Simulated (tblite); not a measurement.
# F3H6O: the cost of one run

Programs: tblite 0.8.0 and PySCF 2.14.0. All values are calculated, for the isolated system unless a continuum is named. Atoms count from 0, parts from 1.

## 1. Starting point

10 atoms, charge 1, multiplicity 1; geometry: rigid parts in contact. Parts: 1 = atoms 0–3, `[OH3+]`, charge 1; 2 = atoms 4–5, `F`, charge 0; 3 = atoms 6–7, `F`, charge 0; 4 = atoms 8–9, `F`, charge 0.

## 2. Docking the parts with GFN2-xTB

Job settings and geometry (Å):

```
{"job": {"kind": "dock", "xc": "GFN2-xTB", "basis": "xTB"}, "charge": 1, "multiplicity": 1, "parts": [{"atoms": "0-3", "charge": 1, "multiplicity": 1}, {"atoms": "4-5", "charge": 0, "multiplicity": 1}, {"atoms": "6-7", "charge": 0, "multiplicity": 1}, {"atoms": "8-9", "charge": 0, "multiplicity": 1}]}
O      0.102639    -0.140494     0.346987
H     -0.443591     0.686551     0.420358
H      0.822924     0.007602    -0.297793
H     -0.480268    -0.875679    -0.005984
F     -1.385622     2.136513     0.335293
H     -1.837453     2.906096     0.622763
F     -1.501227    -2.130585    -0.431458
H     -1.974227    -2.875459    -0.745592
F     -0.747818     0.154221    -2.069750
H     -1.274712     0.520332    -2.748336
```

Method: GFN2-xTB search for minima from random contacts, gas phase.

On the command line:

```sh
> OMP_NUM_THREADS=1 python cluster_run.py task.json out
```

One launch serves the whole session: the jobs run in the order shown.

Q: Estimate the wall time of this first job on 1 thread of Arm Neoverse N1, shared host.

About 10 s.
